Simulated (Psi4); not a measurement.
**C2H6Si (SMILES C=C[SiH3]): entropy by statistical mechanics**

A singlet with charge 0, relaxed at B3LYP-D3(BJ)/def2-SVP (density fitting) (Psi4 1.11):

```xyz
9

C    -0.7225    0.8818   -1.0596
C    -0.0738    0.7151    0.1010
Si    0.5655   -0.9386    0.7068
H    -0.9215    0.0433   -1.7371
H    -1.0856    1.8621   -1.3890
H     0.0908    1.6005    0.7306
H     2.0458   -0.8977    0.9038
H     0.2322   -1.9891   -0.2990
H    -0.0512   -1.2999    2.0187
```

Harmonic wavenumbers in cm⁻¹: 138, 279, 428, 619, 717, 718, 938, 943, 963, 988, 1019, 1041, 1278, 1422, 1670, 2208, 2214, 2223, 3111, 3125, 3203.

Masses in u: C 12.011, Si 28.085, H 1.008. Take T = 298.15 K, p = 1 bar, R = 8.3145 J/(mol K), kT/hc = 207.22 cm⁻¹, rigid rotor and harmonic oscillator.

Q: Work out S° at 298 K.

A: 
1. Translation (Sackur–Tetrode): S = R[3/2 ln M + 5/2 ln T − 1.1517] with M = 58.155 gives 159.5 J/(mol K).
2. Rotation: principal moments 14.800, 97.677, 106.629 u Å² give A, B, C = 1.139, 0.1726, 0.1581 cm⁻¹; the symmetry number is σ = 1; q = (√π/σ)√((kT/hc)³/ABC) = 29990; S = R(ln q + 3/2) = 98.2.
3. Vibration: with u = ν̃/207.22, each mode gives R[u/(eᵘ − 1) − ln(1 − e⁻ᵘ)]; the sum is 28.8, most from 138 cm⁻¹ (11.8), 279 cm⁻¹ (6.4), 428 cm⁻¹ (3.6).
4. Spin: R ln 1 = 0.0.
5. Sum: 159.5 + 98.2 + 28.8 + 0.0 = 286.5 J/(mol K).

No measured value is set beside it here. Where a soft mode is a torsion, a harmonic oscillator describes it poorly.
